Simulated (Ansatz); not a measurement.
Si₂C (the lowest singlet isomer of a short search), 3 atoms. Hardware: 4 threads of Arm Neoverse V2 on a shared host.

Correlated methods freeze 11 core orbitals.

(1) How many basis functions does each of these Ansatz runs have, and roughly what does it cost? r2SCAN-D4/def2-TZVPD, charge 0 singlet, energy, from earlier orbitals; CCSD(T)/def2-TZVPD, charge 0 singlet, energy, from earlier orbitals; PBE0-D4/def2-TZVP, charge 0 singlet, energy, from earlier orbitals; B3LYP-D4/def2-TZVP, charge 0 triplet, energy, from earlier orbitals; PBE0-D4/def2-TZVP, charge 0 triplet, energy, from earlier orbitals; HF/STO-3G, charge 0 triplet, energy; PBE0-D4/def2-TZVP, charge 0 quintet, relaxation, 9 steps; revPBE-D4/def2-TZVP, charge 0 singlet, energy and forces, from earlier orbitals; CCSD(T)/def2-TZVPD, charge -1 doublet at the geometry of the charge 0 singlet, energy, from earlier orbitals; PBE0-D4/def2-TZVPD, charge -1 doublet at the geometry of the charge 0 singlet, energy; PBE0-D4/def2-SVP, charge 0 unrestricted singlet, energy with a search over starts; MP2/def2-TZVP, charge 0 quintet, energy, from earlier orbitals.

## Answers

(1) Other jobs shared the machine, so times can vary by a factor of up to 3. A dash marks memory too small to be measured apart from the calling script's.

```csv
run,functions,fitting or Cholesky vectors,wall time,peak host memory (GiB)
"HF/STO-3G, charge 0 triplet, energy",23,252,0.1 s,–
"revPBE-D4/def2-TZVP, charge 0 singlet, energy and forces, from earlier orbitals",105,684,0.45 s,–
"PBE0-D4/def2-SVP, charge 0 unrestricted singlet, energy with a search over starts",50,476,0.45 s,–
"PBE0-D4/def2-TZVP, charge 0 singlet, energy, from earlier orbitals",105,716,0.6 s,–
"CCSD(T)/def2-TZVPD, charge 0 singlet, energy, from earlier orbitals",123,748,1 s,–
"r2SCAN-D4/def2-TZVPD, charge 0 singlet, energy, from earlier orbitals",123,724,1.1 s,–
"MP2/def2-TZVP, charge 0 quintet, energy, from earlier orbitals",105,638,1.4 s,–
"PBE0-D4/def2-TZVPD, charge -1 doublet at the geometry of the charge 0 singlet, energy",123,766,1.5 s,–
"CCSD(T)/def2-TZVPD, charge -1 doublet at the geometry of the charge 0 singlet, energy, from earlier orbitals",123,748,3.2 s,0.74
"B3LYP-D4/def2-TZVP, charge 0 triplet, energy, from earlier orbitals",105,702,3.4 s,–
"PBE0-D4/def2-TZVP, charge 0 triplet, energy, from earlier orbitals",105,716,32 s,–
"PBE0-D4/def2-TZVP, charge 0 quintet, relaxation, 9 steps",105,716,38 s,–
```
